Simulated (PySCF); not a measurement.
C5H9N.
InChI=1S/C5H9N/c1-3-4-5(2)6/h1,5H,4,6H2,2H3/t5-/m0/s1

Level of theory: PySCF 2.14.0, density-fitted response routines, TDDFT CAM-B3LYP/def2-SVPD, vertical, gas phase, core orbitals frozen in the response. The structure is a single PBE0-D3(BJ)/def2-SVP conformer in the gas phase; no vibrational or solvent corrections. Torsions of this conformer, `[CH:1]#[C:2][CH2:3][C@H:4]([CH3:5])[NH2:6]`: C2–C3–C4–C5 -177°, H–N6–C4–C3 -57°, H–N6–C4–C3 -174°.

```
state  E (eV)  E (hartree)       f  |μ| (D)     main configurations (H = HOMO, L = LUMO)
   S1    6.49       0.2385  0.0001     0.05  H-1→L+2 (28%), H-1→L+4 (24%), H-2→L+3 (14%)
   S2    6.57       0.2413  0.0095     0.62                                    H→L (74%)
   S3    6.78       0.2492  0.0019     0.27  H-1→L+3 (37%), H-2→L+2 (14%), H-2→L+4 (14%)
   S4    6.81       0.2504  0.0012     0.22                   H-2→L+3 (54%), H→L+3 (10%)
   S5    7.55       0.2773   0.034     1.09                   H-1→L (61%), H-1→L+1 (28%)
   S6    7.57       0.2782   0.026     0.96      H-2→L (39%), H→L+2 (19%), H-2→L+1 (15%)
```

The lowest singlet lies at 6.49 eV (191 nm, vacuum ultraviolet) and is dark (f under 0.0005); its leading configuration is HOMO-1→LUMO+2 (28%). The strongest level in the table is S5 at 7.55 eV (164 nm, f = 0.034). Löwdin shares by element: HOMO nitrogen 58%, carbon 13% or more, hydrogen 12% or more (atoms not listed hold the other 17%); LUMO carbon 44% or more (atoms not listed hold the other 56%). The listed states span 1.08 eV, and the widest gap between neighbours is 0.73 eV (S4 to S5). Of the 6 states listed, 2 reach f = 0.01 and 1 stays under 0.0005. Orbital energies (eV): HOMO-3 -11.55, HOMO-2 -9.26, HOMO-1 -9.14, HOMO -8.46, LUMO 1.30, LUMO+1 1.89, LUMO+2 2.03. No computed singlet lies in the visible range (380 to 750 nm); the lowest, at 191 nm, stands 3.23 eV above its violet end (3.26 eV). Only the lowest 6 singlets were computed, as vertical energies without vibronic structure.
